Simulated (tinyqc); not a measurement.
Worked calculation: Hueckel theory of the pi electrons with the omega technique, for the molecule NC=CCl (SMILES; centres numbered as the heavy atoms are written). Computed by tinyqc, a small Python program that keeps every step. Settings: charge = 0, omega = 1.4, damping = 0.5. Command: `OMP_NUM_THREADS=1 python tinyqc.py 30663 30664 out.jsonl` (the two numbers bound the seeds that draw the settings). One thread of a shared host (Intel(R) Xeon(R) Processor @ 2.60GHz), about 0.01 s of CPU time with the checks.

## The Hueckel matrix

Centres:
```
centre  z_r, pi electrons of the neutral centre         h
1N                                            2  1.500000
2C                                            1  0.000000
3C                                            1  0.000000
4Cl                                           2  2.000000
```

Bonds:
```
i  j         k
1  2  0.800000
2  3         1
3  4  0.400000
```

H_rr = alpha + h_r beta, H_rs = k_rs beta for bonded centres.

Hueckel matrix in units of beta (H = alpha + beta A), order 1N, 2C, 3C, 4Cl:
$$\begin{pmatrix}
1.500000 & 0.800000 & 0.000000 & 0.000000 \\
0.800000 & 0.000000 & 1.000000 & 0.000000 \\
0.000000 & 1.000000 & 0.000000 & 0.400000 \\
0.000000 & 0.000000 & 0.400000 & 2.000000
\end{pmatrix}$$

## Orbitals, round 1

pi electrons, sum of z_r less the charge = 6

Diagonalise; E = alpha + x beta with beta < 0, so the largest x are filled first; degenerate levels share their electrons. P = sum n_i c_ri c_si; each orbital has its largest coefficient positive (the first on a tie).

x values: [2.129868, 1.897767, 0.623017, -1.150651]

occupations: [2.000000, 2.000000, 2.000000, 0.000000]

coefficients, order 1N, 2C, 3C, 4Cl:
$$\begin{pmatrix}
0.321345 & 0.794692 & -0.466938 & -0.217190 \\
0.253006 & 0.395127 & 0.511872 & 0.719618 \\
0.281793 & 0.114106 & 0.692455 & -0.654277 \\
0.867939 & -0.446452 & -0.201151 & 0.083066
\end{pmatrix}$$

charge and bond-order matrix P, order 1N, 2C, 3C, 4Cl:
$$\begin{pmatrix}
1.905657 & 0.312588 & -0.284205 & 0.036082 \\
0.312588 & 0.964300 & 0.941659 & -0.119551 \\
-0.284205 & 0.941659 & 1.143843 & 0.108696 \\
0.036082 & -0.119551 & 0.108696 & 1.986200
\end{pmatrix}$$

## Omega technique, round 1

h_r = h_r(0) + omega q_r, omega = 1.4, with q_r = z_r - P_rr; 0.5 of the old diagonal is kept.

matrix after round 1, order 1N, 2C, 3C, 4Cl:
$$\begin{pmatrix}
1.566040 & 0.800000 & 0.000000 & 0.000000 \\
0.800000 & 0.024990 & 1.000000 & 0.000000 \\
0.000000 & 1.000000 & -0.100690 & 0.400000 \\
0.000000 & 0.000000 & 0.400000 & 2.009660
\end{pmatrix}$$

## Orbitals, round 2

As before.

x values: [2.139027, 1.943652, 0.597199, -1.179878]

occupations: [2.000000, 2.000000, 2.000000, 0.000000]

coefficients, order 1N, 2C, 3C, 4Cl:
$$\begin{pmatrix}
0.380727 & 0.779980 & -0.452940 & -0.203774 \\
0.272690 & 0.368162 & 0.548533 & 0.699434 \\
0.271894 & 0.082394 & 0.676227 & -0.679707 \\
0.840691 & -0.499299 & -0.191503 & 0.085242
\end{pmatrix}$$

charge and bond-order matrix P, order 1N, 2C, 3C, 4Cl:
$$\begin{pmatrix}
1.916952 & 0.285054 & -0.277014 & 0.034740 \\
0.285054 & 1.021583 & 0.950821 & -0.119242 \\
-0.277014 & 0.950821 & 1.075997 & 0.115879 \\
0.034740 & -0.119242 & 0.115879 & 1.985468
\end{pmatrix}$$

## Omega technique, round 2

As before.

matrix after round 2, order 1N, 2C, 3C, 4Cl:
$$\begin{pmatrix}
1.591154 & 0.800000 & 0.000000 & 0.000000 \\
0.800000 & -0.002613 & 1.000000 & 0.000000 \\
0.000000 & 1.000000 & -0.103543 & 0.400000 \\
0.000000 & 0.000000 & 0.400000 & 2.015003
\end{pmatrix}$$

## Convergence

Each round sets h_r = h_r(0) + omega (z_r - P_rr), keeping the share named as damping of the old diagonal; repeat until output and input diagonals agree to 1e-6.

Rounds:
```
round   sum n x  largest |h(out) - h(in)|
1      9.301301                  2.01e-01
2      9.359756                  5.52e-02
3      9.387396                  2.32e-02
4      9.399711                  1.00e-02
5      9.405249                  4.45e-03
6      9.407734                  1.96e-03
7      9.408852                  8.62e-04
8      9.409356                  3.79e-04
9      9.409583                  1.67e-04
10     9.409685                  7.32e-05
11     9.409732                  3.21e-05
12     9.409753                  1.40e-05
13     9.409762                  6.12e-06
14     9.409766                  2.67e-06
15     9.409768                  1.16e-06
16     9.409769                  5.02e-07
```

Converged in 16 rounds.

## Energy, charges, bond orders

final x values: [2.149028, 1.968792, 0.587064, -1.204885]

occupations: [2.000000, 2.000000, 2.000000, 0.000000]

final P, order 1N, 2C, 3C, 4Cl:
$$\begin{pmatrix}
1.920192 & 0.280986 & -0.270496 & 0.033554 \\
0.280986 & 1.010712 & 0.952353 & -0.118135 \\
-0.270496 & 0.952353 & 1.083203 & 0.113724 \\
0.033554 & -0.118135 & 0.113724 & 1.985893
\end{pmatrix}$$

E = sum n x; q_r = z_r - P_rr; bond order p = P_rs; free valence = sqrt(3) - sum of p over the bonds of the atom.

pi energy = 6 alpha + this times beta = 9.409769

pi charges: 1N 0.079808, 2C -0.010712, 3C -0.083203, 4Cl 0.014107

Bond orders and lengths from R = 1.517 - 0.180 p (angstrom, C-C alone):
```
bond         p         R
1-2   0.280986         -
2-3   0.952353  1.345576
3-4   0.113724         -
```

free valence of the carbons: 2C 0.498712, 3C 0.665974

gap between the highest filled and the next level = 1.791949 |beta|
